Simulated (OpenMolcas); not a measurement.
**singlet [AlF2]+: a chain of runs**

Wanted: the energy (HF/STO-3G), then a single-point energy (CASSCF(2,2)/STO-3G), then a single-point energy (CASPT2(2,2)/STO-3G), then the energy (SC-NEVPT2(2,2)/STO-3G), then a single-point energy (MRCI(2,2)/STO-3G) of singlet [AlF2]+. 

Program for the calculation: OpenMolcas 26.06.

1 further run of the same task is left out (for a known fault of the program).

## Step 1: The molecule

The species is [AlF2]+ (3 atoms), meant as a singlet with charge +1. As SMILES of the parent species, `[F][Al][F]`. Geometry: relaxed at PBE0-D4/def2-TZVP. That shape belongs to the parent species and isn't relaxed for this state.

Bond lengths: F1–Al2 1.647 Å, Al2–F3 1.647 Å. Angles: F1–Al2–F3 119.7°.

## Step 2: The energy at HF/STO-3G (run 1)

step1.inp

```
* AlF2 Hartree-Fock

&GATEWAY
 BASLIB=$CurrDir
 COORD
 3
 angstrom
 F        0.533000      -1.361200       0.136400
 Al       0.388700       0.275400       0.245200
 F       -0.932500       1.021000      -0.394800
 BASIS=STO-3G
 GROUP=NoSym

&SEWARD

&SCF
 CHARGE=1
 PRORBITALS=1 1
```

The basis set STO-3G is read from a file made from the Basis Set Exchange's data (not shown).

On the command line:

```sh
export MOLCAS_MEM=1860
pymolcas step1.inp > step1.log
```

Output:

```text
--- Start Module: gateway ---
[...]
--- Stop Module: gateway /rc=_RC_ALL_IS_WELL_ ---
--- Start Module: seward ---
[...]
      Basis functions           19
--- Stop Module: seward /rc=_RC_ALL_IS_WELL_ ---
--- Start Module: scf ---
[...]
       Convergence after  13 Iterations
[...]
::    Total SCF energy                               -434.9286250657
[...]
      Total spin, S                                     0.0000000000
[...]
      Total electronic charge=   30.000000
      Total            charge=    1.000000
[...]
      Dipole Moment (debye):
      Origin of the operator (angstrom)=    0.0446    0.0149    0.0263
                   X=  3.6227E+00               Y=  2.7426E+00               Z=  2.3049E+00           Total=  5.0949E+00
      Center of Charge (angstrom)
[...]
--- Stop Module: scf /rc=_RC_ALL_IS_WELL_ ---
[...]
```

Run time: 1.6 s. Hardware: 1 thread of Intel Xeon Platinum 8488C (Sapphire Rapids), shared host; peak memory 0.37 GiB.

## Step 3: The energy at CASSCF(2,2)/STO-3G (run 2)

step2.inp

```
* AlF2 CASSCF

&GATEWAY
 BASLIB
 $CurrDir
 COORD
 3
 angstrom
 F        0.533000      -1.361200       0.136400
 Al       0.388700       0.275400       0.245200
 F       -0.932500       1.021000      -0.394800
 BASIS
 STO-3G
 GROUP
 NoSym

&SEWARD

&RASSCF
 FILEORB
 $CurrDir/step1.ScfOrb
 SPIN
 1
 NACTEL
 2 0 0
 INACTIVE
 14
 RAS2
 2
 ORBLISTING
 Nothing
```

The basis set STO-3G is read from a file made from the Basis Set Exchange's data (not shown).

On the command line:

```sh
export MOLCAS_MEM=1860
pymolcas step2.inp > step2.log
```

Output:

```text
--- Start Module: gateway ---
[...]
--- Stop Module: gateway /rc=_RC_ALL_IS_WELL_ ---
--- Start Module: seward ---
[...]
      Basis functions           19
--- Stop Module: seward /rc=_RC_ALL_IS_WELL_ ---
--- Start Module: rasscf ---
[...]
      Number of active orbitals                  2
[...]
      Spin quantum number                      0.0
[...]
      Active orbitals                            2
[...]
      Number of CSFs                             3
[...]
      Number of root(s) required                 1
[...]
      Convergence after 39 iterations
[...]
      printout of CI-coefficients larger than  0.05 for root  1
      energy=    -434.957362
      conf/sym  11     Coeff  Weight
             1  20   0.98152 0.96339
             3  02  -0.19135 0.03661
      Natural orbitals and occupation numbers for root  1
      sym 1:   1.926774   0.073226
      ************************************************************************************************************************
      *                                                    Final results                                                     *
[...]
::    RASSCF root number  1 Total energy:   -434.95736165
[...]
      Total electronic charge=   30.000000
      Total            charge=    1.000000
[...]
      Dipole Moment (debye):
      Origin of the operator (angstrom)=    0.0446    0.0149    0.0263
                   X=  3.4600E+00               Y=  1.9466E+00               Z=  2.1241E+00           Total=  4.5025E+00
      Center of Charge (angstrom)
[...]
--- Stop Module: rasscf /rc=_RC_ALL_IS_WELL_ ---
[...]
```

Run time: 2.4 s. Hardware: 1 thread of Intel Xeon Platinum 8488C (Sapphire Rapids), shared host; peak memory 0.37 GiB.

## Step 4: A single-point energy at CASPT2(2,2)/STO-3G (run 3)

step3.input

```
&GATEWAY
 BasLib
 $CurrDir
 Coord
 3
 angstrom
 F        0.533000      -1.361200       0.136400
 Al       0.388700       0.275400       0.245200
 F       -0.932500       1.021000      -0.394800
 Basis
 STO-3G
 Group
 NoSym

&SEWARD

&RASSCF
 FileOrb
 $CurrDir/step2.RasOrb
 Spin
 1
 Nactel
 2 0 0
 Inactive
 14
 Ras2
 2
 OrbListing
 Nothing

&CASPT2
 Imaginary
 0.1
 Frozen
 7
```

The basis set STO-3G is read from a file made from the Basis Set Exchange's data (not shown).

On the command line:

```sh
export MOLCAS_MEM=1860
pymolcas step3.input > step3.log
```

Output:

```text
--- Start Module: gateway ---
[...]
--- Stop Module: gateway /rc=_RC_ALL_IS_WELL_ ---
[...]
      Basis functions           19
[...]
--- Start Module: rasscf ---
[...]
      Number of active orbitals                  2
[...]
      Spin quantum number                      0.0
[...]
      Active orbitals                            2
[...]
      Number of CSFs                             3
[...]
      Number of root(s) required                 1
[...]
      Convergence after  4 iterations
[...]
      printout of CI-coefficients larger than  0.05 for root  1
      energy=    -434.957362
      conf/sym  11     Coeff  Weight
             1  20   0.98152 0.96339
             3  02  -0.19135 0.03661
      Natural orbitals and occupation numbers for root  1
      sym 1:   1.926771   0.073229
      ************************************************************************************************************************
      *                                                    Final results                                                     *
[...]
::    RASSCF root number  1 Total energy:   -434.95736165
[...]
      Total electronic charge=   30.000000
      Total            charge=    1.000000
[...]
      Dipole Moment (debye):
      Origin of the operator (angstrom)=    0.0446    0.0149    0.0263
                   X=  3.4600E+00               Y=  1.9466E+00               Z=  2.1241E+00           Total=  4.5025E+00
      Center of Charge (angstrom)
[...]
--- Stop Module: rasscf /rc=_RC_ALL_IS_WELL_ ---
--- Start Module: caspt2 ---
[...]
 ###    WARNING: User changed nr of frozen orbitals.                         ###
 ###############################################################################
[...]
      E2 (Variational):          -0.0568970240
      Total energy:            -435.0142586732
[...]
      Reference weight:           0.96712
[...]
::    CASPT2 Root  1     Total energy:   -435.01425867
[...]
--- Stop Module: caspt2 /rc=_RC_ALL_IS_WELL_ ---
[...]
```

It took 1.7 s on 1 thread of Intel Xeon Platinum 8488C (Sapphire Rapids), shared host; peak memory 0.37 GiB.

## Step 5: A single-point energy at SC-NEVPT2(2,2)/STO-3G (run 4)

step4.input

```
* AlF2 NEVPT2

&GATEWAY
  BASLIB=$CurrDir
  COORD
  3
  angstrom
  F        0.533000      -1.361200       0.136400
  Al       0.388700       0.275400       0.245200
  F       -0.932500       1.021000      -0.394800
  BASIS=STO-3G
  GROUP=NoSym

&SEWARD

&RASSCF
  FILEORB=$CurrDir/step2.RasOrb
  SPIN=1
  NACTEL=2 0 0
  INACTIVE=14
  RAS2=2
  ORBLISTING=Nothing

&CASPT2
  SC-NEVPT2
  FROZEN=7
```

The basis set STO-3G is read from a file made from the Basis Set Exchange's data (not shown).

On the command line:

```sh
export MOLCAS_MEM=1860
pymolcas step4.input > step4.log
```

Output:

```text
--- Start Module: gateway ---
[...]
--- Stop Module: gateway /rc=_RC_ALL_IS_WELL_ ---
[...]
      Basis functions           19
[...]
--- Start Module: rasscf ---
[...]
      Number of active orbitals                  2
[...]
      Spin quantum number                      0.0
[...]
      Active orbitals                            2
[...]
      Number of CSFs                             3
[...]
      Number of root(s) required                 1
[...]
      Convergence after  4 iterations
[...]
      printout of CI-coefficients larger than  0.05 for root  1
      energy=    -434.957362
      conf/sym  11     Coeff  Weight
             1  20   0.98152 0.96339
             3  02  -0.19135 0.03661
      Natural orbitals and occupation numbers for root  1
      sym 1:   1.926771   0.073229
      ************************************************************************************************************************
      *                                                    Final results                                                     *
[...]
::    RASSCF root number  1 Total energy:   -434.95736165
[...]
      Total electronic charge=   30.000000
      Total            charge=    1.000000
[...]
      Dipole Moment (debye):
      Origin of the operator (angstrom)=    0.0446    0.0149    0.0263
                   X=  3.4600E+00               Y=  1.9466E+00               Z=  2.1241E+00           Total=  4.5025E+00
      Center of Charge (angstrom)
[...]
--- Stop Module: rasscf /rc=_RC_ALL_IS_WELL_ ---
--- Start Module: caspt2 ---
[...]
 ###    WARNING: User changed nr of frozen orbitals.                         ###
 ###############################################################################
[...]
      E2 (Variational):          -0.0549960671
[...]
      E2 (Variational):          -0.0548972325
      Total energy:            -435.0122588818
[...]
      Reference weight:           0.96978
[...]
::    SC-NEVPT2 Root  1     Total energy:   -435.01225888
[...]
--- Stop Module: caspt2 /rc=_RC_ALL_IS_WELL_ ---
[...]
```

Wall time 1.6 s (1 thread of Intel Xeon Platinum 8488C (Sapphire Rapids), shared host); peak memory 0.37 GiB.

## Step 6: A single-point energy at MRCI(2,2)/STO-3G (run 5)

step5.inp

```
>>> EXPORT MOLCAS_PRINT=2

&GATEWAY
 BasLib = $CurrDir
 Coord
 3
 angstrom
 F        0.533000      -1.361200       0.136400
 Al       0.388700       0.275400       0.245200
 F       -0.932500       1.021000      -0.394800
 Basis = STO-3G
 Group = NoSym

&SEWARD

&RASSCF
 FileOrb = $CurrDir/step2.RasOrb
 Spin = 1
 Nactel = 2 0 0
 Inactive = 14
 Ras2 = 2
 OrbListing = Nothing

&MOTRA
 LumOrb
 Frozen = 7

&GUGA
 Electrons = 16
 Spin = 1
 Inactive = 7
 Active = 2
 CIAll = 1

&MRCI
 SDCI
```

The basis set STO-3G is read from a file made from the Basis Set Exchange's data (not shown).

On the command line:

```sh
export MOLCAS_MEM=1860
pymolcas step5.inp > step5.log
```

Output:

```text
--- Start Module: gateway ---
[...]
--- Stop Module: gateway /rc=_RC_ALL_IS_WELL_ ---
[...]
      Basis functions           19
[...]
      Number of active orbitals                  2
[...]
      Spin quantum number                      0.0
[...]
      Active orbitals                            2
[...]
      Number of CSFs                             3
[...]
      Number of root(s) required                 1
[...]
      Convergence after  4 iterations
[...]
      printout of CI-coefficients larger than  0.05 for root  1
      energy=    -434.957362
      conf/sym  11     Coeff  Weight
             1  20   0.98152 0.96339
             3  02  -0.19135 0.03661
      Natural orbitals and occupation numbers for root  1
      sym 1:   1.926771   0.073229
      ************************************************************************************************************************
      *                                                    Final results                                                     *
[...]
::    RASSCF root number  1 Total energy:   -434.95736165
[...]
      Dipole Moment (debye):
      Origin of the operator (angstrom)=    0.0446    0.0149    0.0263
                   X=  3.4600E+00               Y=  1.9466E+00               Z=  2.1241E+00           Total=  4.5025E+00
      Center of Charge (angstrom)
[...]
      *** WARNING: Default frozen orbitals is overwritten by user input.
      *** Default values:   4
[...]
--- Start Module: guga ---
[...]
--- Stop Module: guga /rc=_RC_ALL_IS_WELL_ ---
--- Start Module: mrci ---
[...]
       (But an ACPF correction will be computed)
       USE THE DEFAULT ACPF G-VALUE GFAC=  0.12500000000000000
[...]
                      CI ENERGY:  -435.03263454
[...]
                ACPF CORRECTION:    -0.00607898
[...]
      Total electronic charge=   30.000000
      Total            charge=    1.000000
[...]
     ACPF CORRECTION:     -0.00607898
[...]
  CI State   1     Total energy:   -435.03263454     QDav:     -0.00702850     QACPF:     -0.00607898
[...]
--- Stop Module: mrci /rc=_RC_ALL_IS_WELL_ ---
[...]
```

It took 1.8 s on 1 thread of Intel Xeon Platinum 8488C (Sapphire Rapids), shared host; peak memory 0.37 GiB.

## Step 7: Results

```
                       quantity                                                                value
 run 1, HF/STO-3G: total energy                                                        -434.92863 Eh
  run 1, HF/STO-3G: HOMO energy                                                            -19.12 eV
  run 1, HF/STO-3G: LUMO energy                                                             -4.43 eV
run 1, HF/STO-3G: HOMO–LUMO gap                                                             14.69 eV
      run 2, CASSCF(2,2)/STO-3G  no result (a known fault or a wrong state: its values are left out)
      run 3, CASPT2(2,2)/STO-3G  no result (a known fault or a wrong state: its values are left out)
   run 4, SC-NEVPT2(2,2)/STO-3G  no result (a known fault or a wrong state: its values are left out)
        run 5, MRCI(2,2)/STO-3G  no result (a known fault or a wrong state: its values are left out)
```

In words: 4 of the 5 runs ended normally but are set aside, since settings or state are in doubt.
